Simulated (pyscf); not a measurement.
1,1-elimination: H₂N–SiH₂–F → H₂N–Si:–F [singlet] + H₂

Gas phase, singlet surface, charge 0. Bonds broken: Si2–H6, Si2–H7. Bonds formed: H6–H7. Structures and frequencies: ωB97X-D3(BJ)/def2-SVP in PySCF.

Transition state (Å):

```xyz
7

N     -0.5372     0.3562    -0.8033
Si     0.3646    -0.3178     0.4888
F      0.8099     0.7974     1.6061
H     -1.3051     1.0062    -0.6820
H     -0.1068     0.4360    -1.7165
H     -1.0394    -0.8307     1.3370
H     -0.1675    -1.5644     1.1499
```

One imaginary mode, 1435i cm⁻¹; descent along it reached the two sides named.

```tsv
bond	change	reactant side (Å)	saddle	product side
Si2–H6	breaks	1.484	1.719	4.1
Si2–H7	breaks	1.484	1.508	3.4
H6–H7	forms	2.487	1.155	0.760
```

Electronic energies relative to the reactant's lowest minimum found (kcal/mol):

```csv
level,barrier,reaction energy,reverse barrier
ωB97X-D3(BJ)/def2-TZVP,83.7,+38.8,44.9
PBE/def2-TZVP,70.7,+32.8,37.9
r²SCAN/def2-TZVP,76.1,+38.0,38.2
B3LYP-D3(BJ)/def2-TZVP,78.4,+34.5,43.9
PBE0-D3(BJ)/def2-TZVP,77.2,+37.9,39.3
M06-2X/def2-TZVP,81.9,+35.0,46.9
ωB97M-D3(BJ)/def2-TZVP,80.5,+34.3,46.3
HF/def2-TZVP,98.9,+41.1,57.8
```

With ωB97M-D3(BJ)/def2-TZVP energies and thermal terms (ideal gas, 1 atm, RRHO with modes under 100 cm⁻¹ raised to 100, one conformer, R ln 2 for chiral ones without a mode under 150 cm⁻¹), in kcal/mol:

```json
[
 {"T (K)": "298", "ΔH‡": "77.9", "ΔG‡": "77.6", "ΔH": "+31.1", "ΔG": "+22.5"},
 {"T (K)": "600", "ΔH‡": "77.7", "ΔG‡": "77.3", "ΔH": "+31.7", "ΔG": "+13.6"},
 {"T (K)": "900", "ΔH‡": "77.5", "ΔG‡": "77.1", "ΔH": "+31.6", "ΔG": "+4.5"},
 {"T (K)": "1200", "ΔH‡": "77.1", "ΔG‡": "77.0", "ΔH": "+31.1", "ΔG": "-4.4"}
]
```

One saddle was located; it need not be the lowest between these sides.
